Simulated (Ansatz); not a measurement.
Basis-set extrapolation for `N=C(N)S` (PBE0-D4/def2-TZVP geometry, frozen core, Ansatz 0.2.0). Multiplicity 1, RHF reference.

```json
{"": "HF", "def2-TZVPP": "-546.692123", "def2-QZVPP": "-546.710433"}
{"": "MP2 correlation", "def2-TZVPP": "-0.751651", "def2-QZVPP": "-0.807446"}
{"": "CCSD(T) correlation", "def2-TZVPP": "-0.816369", "def2-QZVPP": "not run"}
```

Energies in hartree. Use E(X) = E(∞) + A·exp(−7.88·√X) for Hartree–Fock and E(X) = E(∞) + B·X^(−2.97) for correlation, with X = 3 and 4, and add CCSD(T) minus MP2 of the smaller set to the MP2 limit.

Q: What is the CCSD(T) energy at the basis-set limit?

A: HF limit: -546.710433 + (-0.018310) × 0.13774 = -546.71296. MP2 limit: -0.807446 + (-0.055795) × 0.74074 = -0.84878. Higher-order term: -0.816369 − (-0.751651) = -0.06472. Total: -547.62646 hartree, 74.0 kcal/mol below CCSD(T)/def2-TZVPP.
